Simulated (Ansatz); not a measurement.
**C3H5FO2: small, medium and large basis sets**

The task here is to estimate one member of a computed series from the others.

Method: one geometry, several basis sets; program: Ansatz 0.2.0, Gaussian basis.

The runs, in order: PBE0-D4/def2-SVP; ωB97M-V/def2-SVP; PBE0-D4/def2-QZVPP; ωB97M-V/def2-QZVPP; the functionals' def2-TZVPP values are taken from earlier runs.

## The relaxed structure

An earlier PBE0-D4 in a triple-zeta def2 set relaxation fixed the geometry.

SMILES `O/C=C(/O)CF`, 11 atoms, charge 0, spin multiplicity 1.

Atoms are counted from 1 here; the program's logs count them from 0.

Bond lengths: O1–C2 1.357 Å, O1–H7 0.964 Å, C2–C3 1.332 Å, C2–H8 1.086 Å, C3–O4 1.372 Å, C3–C5 1.491 Å, O4–H9 0.961 Å, C5–F6 1.388 Å, C5–H10 1.095 Å, C5–H11 1.095 Å. Angles: C2–O1–H7 108.7°, O1–C2–C3 128.3°, O1–C2–H8 111.8°, C3–C2–H8 119.9°, C2–C3–O4 123.6°, C2–C3–C5 128.0°, O4–C3–C5 108.4°, C3–O4–H9 109.4°, C3–C5–F6 111.7°, C3–C5–H10 110.4°, C3–C5–H11 110.3°, F6–C5–H10 107.9°, F6–C5–H11 107.9°, H10–C5–H11 108.5°.

The first run:

in.yaml reads:

```yaml
crystal:
  periodic: [false, false, false]
  atoms:
    - {symbol: O, position_ang: [-1.613398, -1.168884, -0.664101]}
    - {symbol: C, position_ang: [-0.681730, -0.996387, 0.306872]}
    - {symbol: C, position_ang: [0.261902, -0.060295, 0.389554]}
    - {symbol: O, position_ang: [1.159229, 0.024839, 1.424486]}
    - {symbol: C, position_ang: [0.543589, 1.046314, -0.569351]}
    - {symbol: F, position_ang: [-0.321001, 1.018500, -1.654362]}
    - {symbol: H, position_ang: [-1.493139, -0.484737, -1.332119]}
    - {symbol: H, position_ang: [-0.769357, -1.746186, 1.087858]}
    - {symbol: H, position_ang: [0.981452, -0.673812, 2.060131]}
    - {symbol: H, position_ang: [0.431632, 2.017162, -0.075652]}
    - {symbol: H, position_ang: [1.566121, 0.966483, -0.952516]}
basis:
  gaussian: {orbitals: def2-SVP}
hamiltonian: {xc: pbe0, dispersion: d4}
output: {orbitals: {seedname: orbitals}}
```

Command:

```bash
$ ansatz run in.yaml --threads 4 --pin off --events-out ev --progress --plain --max-ram 10444MiB
```

Steps of the session up to this table: PBE0-D4 in def2-SVP; ωB97M-V in def2-SVP; PBE0-D4 in def2-QZVPP; ωB97M-V in def2-QZVPP.

One of the session's tables, all rows but one given; the rest of the session is left out.

```
functional       basis  HOMO (eV)  LUMO (eV)
   PBE0-D4    def2-SVP      -5.80       1.38
   PBE0-D4  def2-TZVPP      -5.97       0.74
   PBE0-D4  def2-QZVPP      -6.02       0.40
   ωB97M-V    def2-SVP          ?          ?
   ωB97M-V  def2-TZVPP      -8.22       2.30
   ωB97M-V  def2-QZVPP      -8.27       1.65
```

Q: Estimate the row for ωB97M-V, def2-SVP from the others.

**Answer.** HOMO (eV): -8.02; LUMO (eV): 3.19. In the column «HOMO (eV)» it lies between ωB97M-V, def2-TZVPP (-8.22) and PBE0-D4, def2-QZVPP (-6.02).
